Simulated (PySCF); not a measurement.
## Identify the compound

Molecular formula: C4H5N. Simulated spectra:

$^{1}$H NMR (500 MHz, computed): δ 6.97 (dq, J = 17.2, 7.8 Hz, 1H), 5.44 (dq, J = 17.2, 2.4 Hz, 1H), 2.09 (dd, J = 7.8, 2.4 Hz, 3H).

$^{13}$C{$^{1}$H} NMR (computed): δ 161.5 (CH), 122.2 (C), 107.3 (CH), 23.6 (CH3).

Level of theory: structure optimised with GFN2-xTB, J couplings at B3LYP/pcJ-1 (spin–dipole term only in couplings to heteroatoms), PBE0/pcSseg-1 with gauge-including orbitals, in PySCF 2.14 (single conformer, fast rotation and ring inversion assumed for equivalent nuclei, no relativistic terms, gas phase).

Referencing at the same level of theory: $^{1}$H (σ = 31.72 ppm) and $^{13}$C (σ = 186.93 ppm) against TMS.

Task: Which candidate is it?
A. C/C=C/C#N
B. C=CC1=NC1
C. C#C/C=N/C

Result: A. 

1. Rings plus π bonds: 3 (no ring in the answer).
2. 4 carbon signals for 4 carbons: no two carbons are equivalent.
3. Carbon types of the structure: 1 × C, 2 × CH, 1 × CH3, which accounts for all hydrogens.
4. δC 161.5, 107.3: alkene CH; an sp2 carbon of a C=C bond.
5. δC 122.2: nitrile carbon; C≡N carbons fall here, among the sp2 signals but without a proton.
6. δC 23.6: allylic methyl carbon; saturated and bonded to C and H only.
7. δH 6.97, 5.44: hydrogen on an alkene CH; a vinylic proton, deshielded by the sp2 carbon and the C=C anisotropy.
8. δH 2.09: hydrogen on an allylic methyl carbon; allylic position.
9. The protons at 6.97 and 5.44 share a coupling of 17.2 Hz (vicinal, trans across C=C).
10. The protons at 2.09 and 6.97 share a coupling of 7.8 Hz (vicinal).

The others: C#C/C=N/C has carbons computed at 146.7, 87.2, 86.2, 52.4; C=CC1=NC1 would give 4 signals for carbon-bound and other non-exchanging H, not 3.

Multiplet labels drop couplings under 1 Hz and merge nearly equal ones. Unscaled 3J(H,H) at this level run about 10 % above measured values. Shifts are as computed. Against solution values, carbons near 30 ppm lie about +3 ppm off and those near 130 ppm about +5 ppm. Of 1211 compounds with measured shifts, 218 miss one by over three times the rms of a fit or turn the order of signals round; such compounds aren't used in these exercises.
